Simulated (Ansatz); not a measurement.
Ansatz (a first-principles code) input (MP2/3-21G): The .json file is the Basis Set Exchange's 3-21G.

Ansatz 0.2 input:
```yaml
crystal:
  periodic: [false, false, false]
  atoms:
    - {symbol: F, position_ang: [0.03923562, 1.10057360, -0.27954166]}
    - {symbol: O, position_ang: [-0.01962367, 0.00815420, 0.59730772]}
    - {symbol: F, position_ang: [-0.02179237, -1.10782178, -0.25139853]}
basis:
  gaussian:
    orbitals: 3-21G.json
magnetization: {spin_polarized: false}
correlation: {method: mp2, electrons: outside_noble_gas}
```

Output:

```
WARN ansatz: RAYON_NUM_THREADS=1 ignored (pool sized by the plan → 1); use --threads N
Functional definition: HF
integrals: 0.00 GiB planned
255 factors; integrals over basis functions are off by at most 8.9e-5 eV
mean field: 0.05 GiB planned
mean field evaluation 1: about -7399.7482 eV, gradient 3.0e1 eV
mean field evaluation 2: about -7399.7527 eV, gradient 3.0e1 eV
mean field evaluation 4: about -7401.7357 eV, gradient 2.8e0 eV
mean field evaluation 8: about -7401.7716 eV, gradient 7.3e-2 eV
mean field -7401.77166269 eV, -272.0100915027 hartree, gradient 8.4e-7 eV, S^2 0.000000; 0 other end points of the search recorded, 0 dependent functions left out; unrestricted orbitals would lower it
mean field evaluation 16: about -7401.6079 eV, gradient 2.7e0 eV
3 core orbitals not correlated
reference -7401.77166269 eV, -272.0100915027 hartree; 10, 10 occupied and 14, 14 virtual orbitals, 255 factors
second order -10.20117621 eV of doubles, -0.00000000 eV of singles
Total energy: -7411.97283889 eV, -272.3849778137 hartree
```
